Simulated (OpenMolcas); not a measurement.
SiH4 (SMILES [H][Si]([H])([H])[H]): the energy, rung by rung

The species is SiH4 (5 atoms), meant as a singlet with charge 0. SMILES: `[H][Si]([H])([H])[H]`. The shape is that of a GFN2-xTB optimisation.

```
atom    x (Å)    y (Å)    z (Å)
  Si   0.0001   0.0000   0.0001
   H   0.0113  -0.0194   1.4609
   H   1.3735   0.0113  -0.4978
   H  -0.6966   1.1967  -0.4657
   H  -0.6882  -1.1885  -0.4975
```

Each level gives the energy change with the Si1–H2 bond stretched from 1.461 to 1.826 Å (eV). The values are calculated.

```csv
level,kind,program,value (eV),less FCI/STO-3G,CPU time (all runs)
SVWN5/STO-3G (restricted),LDA,OpenMolcas,1.15,-0.01,6 s
PBE/STO-3G (restricted),GGA,OpenMolcas,1.10,-0.06,6.3 s
r2SCAN/STO-3G (restricted),meta-GGA,OpenMolcas,1.20,+0.04,7.6 s
B3LYP/STO-3G (restricted),global hybrid,OpenMolcas,1.20,+0.04,7.1 s
M06-2X/STO-3G (restricted),hybrid meta-GGA,OpenMolcas,1.31,+0.15,7.5 s
MP2/STO-3G (restricted),perturbation theory,OpenMolcas,1.34,+0.18,3.2 s
CCSD(T)/STO-3G (restricted),coupled cluster or CI,OpenMolcas,1.16,0.00,4.3 s
CISD/STO-3G (restricted),coupled cluster or CI,OpenMolcas,1.20,+0.04,3.5 s
FCI/STO-3G,exact in the basis,OpenMolcas,1.16,0.00,4.4 s
```

FCI/STO-3G is exact within its basis and frozen core, so for wave-function methods in that basis the difference is their error; functionals converge differently with the basis, so for them it is only a difference. The first shape isn't each level's own minimum. The values span 1.10 to 1.34 eV. All rows use very small basis sets, so even the best lies far from the true value. Times are those of the runs behind each value, whatever else they computed, on shared processors of several kinds: orders of magnitude only.
